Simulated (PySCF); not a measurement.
Atoms are numbered as in `[CH2:1]=[CH:2][P:3]([CH3:4])[CH3:5]`; H(Xn) means a hydrogen on atom n. Ha(C1) is cis to P3; Hb(C1) is trans to P3.

Geometry: PBE0-D3(BJ)/def2-SVP; GIAO shifts from PySCF 2.14, gas phase, non-relativistic, averaged over equivalent atoms.

At PBE0/cc-pVDZ (119 basis functions, 7.7 s wall time on 1 thread of an Arm Neoverse V2, shared host):
| atoms | δ (ppm) |
| --- | --- |
| C2 | 144.8 |
| C1 | 118.9 |
| C4/C5 | 14.1 |
| P3 | -57.5 |
| H(C2) | 6.44 |
| Hb(C1) | 5.69 |
| Ha(C1) | 5.39 |
| H(C4)/H(C5) | 0.97 |

Scale: 13C (196.75 ppm) and 1H (31.29 ppm) vs TMS; 31P (389.39 ppm) against H3PO4 (reference shieldings calculated alike).

Question: Predict the values at PBE0/IGLO-III on the same geometry.

Answer: 
```tsv
atoms	δ at PBE0/IGLO-III	change
C2	158.2	+13.4
C1	126.5	+7.6
C4/C5	14.6	+0.5
P3	-63.3	-5.8
H(C2)	6.79	+0.35
Hb(C1)	5.77	+0.08
Ha(C1)	5.42	+0.03
H(C4)/H(C5)	1.03	+0.06
```

Chemical shifts δ = σref − σ; 13C (σ = 183.78 ppm) and 1H (σ = 31.37 ppm) vs TMS; H3PO4 for 31P (σ = 306.76 ppm), all at this level.

The largest change is at C2 (alkene CH). Cost: 274 basis functions, 24 s wall time on 1 thread of an Arm Neoverse V2, shared host. The order of the carbon signals is the same at both levels.

Experimental scales use liquid or dissolved standards, which lie at an offset from isolated H3PO4.
